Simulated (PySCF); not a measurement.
**Sulfur: a sound run and one with changed settings**

Sound run: S [Ne] 3s2 3p4, S⁺ [Ne] 3s2 3p3. Calculation: PySCF 2.14, in 6-31G*; the non-relativistic Hamiltonian (point nucleus). In the sound run the correlated levels freeze [Ne]. The sound run starts from symmetry-adapted Hartree-Fock orbitals and uses a fine grid where one is needed.

Changed run: basis STO-3G. This setting is unsound on purpose.

| species | method | sound run (hartree) | changed run (hartree) | converged |
| --- | --- | --- | --- | --- |
| S | UHF | -397.47464 | -393.13022 | yes |
| S | r2SCAN | -398.05497 | -393.65556 | yes |
| S | TPSS | -398.10547 | -393.68764 | yes |
| S | MP2 | -397.55092 | -393.13022 | yes |
| S⁺ | UHF | -397.13847 | -392.92422 | yes |
| S⁺ | r2SCAN | -397.67612 | -393.39973 | yes |
| S⁺ | TPSS | -397.72386 | -393.42444 | yes |
| S⁺ | MP2 | -397.20271 | -392.92422 | yes |

Ionisation energy of S:

```
 method  sound run (eV)  changed run (eV)
    UHF           9.148             5.606
 r2SCAN          10.309             6.961
   TPSS          10.384             7.162
    MP2           9.475             5.606
SCS-MP2           9.503             5.606
```

A minimal basis cannot let orbitals breathe on ionisation and holds almost no correlation.

For comparison, NIST gives 10.360 eV between the lowest levels.
